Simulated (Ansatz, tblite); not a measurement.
**The cluster Sn₂H: a ladder of methods and basis sets**

How do method and basis change the picture of the cluster Sn₂H (doublet)?

Program: Ansatz 0.2.0, Gaussian basis. Level of theory: as each input shows. These are calculated values, not measurements.

Levels to be run: GFN1-xTB, GFN2-xTB, PBE-D4/def2-TZVP, r2SCAN-D4/def2-TZVP, LDA/def2-TZVP, revPBE-D4/def2-TZVP, BLYP-D4/def2-TZVP, HSE06-D4/def2-TZVP, B97M-V/def2-TZVP, PBE-D4/def2-SVP, PBE0-D4/def2-SVP, PBE0-D4/def2-TZVPD, PBE-D4/def2-TZVPD, r2SCAN-D4/def2-TZVPD, CCSD(T)/def2-TZVPP, MP2/def2-TZVP, RPA/def2-TZVP, CCSD(T)/def2-TZVPD.

2 further runs of the same task are left out: 2 set aside as unsound or not needed.

## 1. The structure

The geometry is that of the doublet, from an earlier relaxation (r2SCAN-D4/def2-TZVP). At that level it is the lowest of the isomers that a small search found.

3 atoms, charge 0, spin multiplicity 2.

Bond lengths: Sn1–Sn2 2.742 Å, Sn1–H3 1.973 Å, Sn2–H3 1.973 Å. Angles: Sn2–Sn1–H3 46.0°, Sn1–Sn2–H3 46.0°, Sn1–H3–Sn2 88.0°.

Sn takes a core potential in the def2 sets. No spin-orbit coupling is included.

PBE0-D4/def2-TZVP was run before; its log isn't repeated, and its numbers join the tables.

## 2. GFN1-xTB

Tight binding, by tblite at 300 K electronic temperature and without a spin-polarisation term:

```python
tblite.interface.Calculator('GFN1-xTB', numbers, positions, charge=0, uhf=1).singlepoint()
```

Energy -148.3528 eV; 0.002 s.

## 3. GFN2-xTB

Tight binding, by tblite at 300 K electronic temperature and without a spin-polarisation term:

```python
tblite.interface.Calculator('GFN2-xTB', numbers, positions, charge=0, uhf=1).singlepoint()
```

Energy -127.9696 eV; 0.002 s.

## 4. PBE-D4/def2-TZVP

start.molden holds the orbitals of an earlier run on this state, given as this run's starting guess.

File in.yaml:

```yaml
crystal:
  periodic: [false, false, false]
  atoms:
    - {symbol: Sn, position_ang: [-0.211827, -0.749560, 1.223221]}
    - {symbol: Sn, position_ang: [0.828506, 0.033274, -1.189882]}
    - {symbol: H, position_ang: [-0.616668, 0.716286, -0.033339]}
basis:
  gaussian: {orbitals: def2-TZVP, initial_orbitals: start.molden}
magnetization: {spin_polarized: true, initial_magnetization: 1}
hamiltonian: {xc: pbe, dispersion: d4}
scf: {omitted_lower_state_checks: [starts]}
output: {orbitals: {seedname: orbitals}}
```

Started as:

```
$ ansatz run in.yaml --threads 4 --pin off --events-out ev --progress --plain --max-ram 3916MiB
```

Further steps of the session: r2SCAN-D4/def2-TZVP; LDA/def2-TZVP; revPBE-D4/def2-TZVP; BLYP-D4/def2-TZVP; HSE06-D4/def2-TZVP; B97M-V/def2-TZVP; PBE-D4/def2-SVP; PBE0-D4/def2-SVP; PBE0-D4/def2-TZVPD; PBE-D4/def2-TZVPD; r2SCAN-D4/def2-TZVPD; CCSD(T)/def2-TZVPP; MP2/def2-TZVP; RPA/def2-TZVP; CCSD(T)/def2-TZVPD.

Q: Predict the results of all the runs planned. Wanted: gap in def2-TZVP, named functionals, smallest and largest; correlation energy, CCSD(T)/def2-TZVPP; correlation energy, MP2/def2-TZVP; correlation energy, CCSD(T)/def2-TZVPD; binding an atom, CCSD(T)/def2-TZVPP; ⟨S²⟩ in def2-TZVP, named functionals, smallest and largest; PBE0 total energy, smallest basis above largest.

As calculated:

```
                                                  quantity                             value
 gap in def2-TZVP, named functionals, smallest and largest  0.08 eV (LDA), 1.79 eV (PBE0-D4)
                    correlation energy, CCSD(T)/def2-TZVPP                         -16.91 eV
                         correlation energy, MP2/def2-TZVP                         -16.49 eV
                    correlation energy, CCSD(T)/def2-TZVPD                         -16.88 eV
                       binding an atom, CCSD(T)/def2-TZVPP                          1.650 eV
⟨S²⟩ in def2-TZVP, named functionals, smallest and largest                      0.751, 0.755
           PBE0 total energy, smallest basis above largest    0.36 eV (def2-SVP, def2-TZVPD)
```

In words: Orbital gaps of the named functionals in def2-TZVP span 0.08 eV (LDA) to 1.79 eV (PBE0-D4); exact exchange widens it. The functionals in def2-TZVP miss CCSD(T)/def2-TZVPP by +0.047 (HSE06-D4) to +0.467 eV (LDA) an atom. The reference is CCSD(T) in one finite basis, so it carries an error of its own, often a tenth of an eV or more, and near misses can't be ranked. Over the named functionals in def2-TZVP spin contamination reaches 0.01 (r2SCAN-D4), which is small.
